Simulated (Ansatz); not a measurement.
## C2HF2, SMILES F[C]=CF: a ladder of methods at one geometry, step by step

Program: the Ansatz DFT code, driven from Python.

The script reads `c2hf2.xyz`:
```text
5

F    -0.90280    0.24020   -1.86840
C    -0.33790    0.07780   -0.70600
C     0.23010   -0.11770    0.41000
F    -0.04320    0.51200    1.55130
H     1.10360   -0.78590    0.57170
```

At the Python prompt:
```pycon
>>> from pathlib import Path
>>> import ansatz as az
>>> import numpy as np
>>> c2hf2 = az.Crystal.molecule_from_extxyz("c2hf2.xyz")
>>> calc = (
...     c2hf2.calculation()
...     .basis(gaussian="cc-pVDZ")
...     .spin("collinear", total=1)
... )
>>> print("functional    E (Ha)        dipole (D)   HOMO (eV)  LUMO (eV)")
functional    E (Ha)        dipole (D)   HOMO (eV)  LUMO (eV)
>>> for name in ["r2scan0", "hf", "cam_b3lyp", "lda", "lc_wpbe"]:
...     rep = calc.functional(name).forces().orbitals().run(runs_dir="runs").report
...     lines = Path(rep["orbitals_path"]).read_text().splitlines()
...     field_of = lambda key: [line.split("=")[1].strip() for line in lines if line.startswith(key)]
...     orbitals = [(27.211386 * float(e), s, float(n)) for e, s, n in zip(field_of("Ene="), field_of("Spin="), field_of("Occup="))]
...     homo = max(e for e, _, n in orbitals if n > 0.5)
...     lumo = min(e for e, _, n in orbitals if n < 0.5)
...     dipole = 4.803205 * np.linalg.norm(rep["charge_distribution"]["dipole_moment_e_ang"])
...     print(f"{name:10s} {rep['free_energy_ev'] / 27.211386246:14.6f} {dipole:9.3f} {homo:11.3f} {lumo:10.3f}")
...
r2scan0       -276.183988     1.194      -6.992     -1.427
hf            -275.051041     1.359     -10.800      3.084
cam_b3lyp     -276.255065     1.178      -7.912     -0.689
lda           -274.365000     1.113      -4.936     -3.578
lc_wpbe       -276.178311     1.180      -9.380      0.825
```

Total energies depend on the basis set; only differences at equal settings carry meaning. The geometry is a force-field or estimated start, not a minimum of this method, and the basis set is short of its limit. A lower total doesn't mark the better method: functionals have no common bound, and MP2 and coupled cluster aren't variational. The species is open-shell (spin multiplicity 2). The expectation value of S² is noticeably off S(S+1) in at least one run, so that state is spin-contaminated. Levels such as HOMO and LUMO are orbital energies: with these approximate functionals they aren't the ionisation energy and electron affinity, and their gap isn't the fundamental gap. Wall time of the script: 12 s on 1 thread of Arm Neoverse V1, on a shared host, peak memory 0.23 GiB.
